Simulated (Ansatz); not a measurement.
## Four-centre ligand exchange

Start structure (CH7BO, closed shell), relaxed at PBE0-D4/def2-TZVP:

```csv
atom,x (Å),y (Å),z (Å)
B1,-0.0621,-0.6469,0.1024
C2,1.0919,0.2830,-0.4674
H3,-0.4920,-1.5048,-0.6325
H4,0.0550,-0.9999,1.2588
H5,-1.2314,1.1061,0.7997
O6,-1.4379,0.3874,0.1903
H7,0.8792,0.6774,-1.4661
H8,1.3454,1.1293,0.1839
H9,2.0086,-0.3108,-0.5529
H10,-2.1565,-0.1206,0.5836
```

The step: CH₅B ([BH2][CH3]) + H₂O → BH₃O ([BH2][OH]) + CH₄; bonds formed: C2–H5; dative contacts that become bonds: B1–O6; bonds broken: B1–C2, H5–O6. Program: Ansatz 0.2.0. Basis: def2-TZVPP and def2-QZVPP. Cores are frozen in the correlated methods. Extrapolation: Hartree–Fock as exp(−7.88 √X), correlation as X^−2.97. Energies below are by CCSD(T) at an estimated basis limit (MP2 extrapolated from triple and quadruple zeta, plus CCSD(T) − MP2 in triple zeta).

(1) What are the electronic barrier and the energy of the step, from the start structure to the end structure? (An estimate is asked for; the value comes from the calculation.)

No T1 diagnostic of these runs exceeds 0.012.

Answers

(1) The calculation gives: Barrier 119.0 kJ/mol; step energy -103.0 kJ/mol (downhill); reverse barrier, their difference, 222.0 kJ/mol. Barrier and step energy count from the start structure, the reverse barrier from the end structure.

The saddle point: One imaginary mode of 1346i cm⁻¹.
| pair | start (Å) | saddle (Å) | end (Å) |
| --- | --- | --- | --- |
| B1–O6 | 1.72 | 1.58 | 1.35 |
| C2–H5 | 2.77 | 1.38 | 1.09 |
| B1–C2 | 1.59 | 1.77 | 3.42 |
| H5–O6 | 0.96 | 1.24 | 3.17 |

Zero-point energy (harmonic, PBE0-D4): ZPE is 220.9 kJ/mol at the start and 210.1 kJ/mol at the saddle, so the barrier goes from 119.0 to 108.2 kJ/mol.

The step is the kind of ligand exchange by which a precursor binds to a hydroxyl group, or is hydrolysed, in atomic layer deposition of oxides.

Labels in which every atom is bracketed show which atoms are joined, not bond orders.

For scale, one of the runs: CCSD(T)/def2-TZVPP, 191 basis functions (an equivalent command: `ansatz run in.yaml --threads 2`). Time: 23 s of wall clock on 2 CPU threads; the host was shared. Peak host memory: 2.4 GiB.
